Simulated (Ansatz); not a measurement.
Species: H₃N, SMILES `N` with one electron removed (charge 1, multiplicity 2), formula H3N.

How many basis functions does frozen-core CCSD(T)/def2-TZVPP // PBE0-D4/def2-SVP (Ansatz, a first-principles code) use, how many core orbitals are frozen, and how many electrons are correlated?

73 basis functions and 1 frozen orbitals, which leaves 7 correlated electrons. Core time is of the order of seconds.
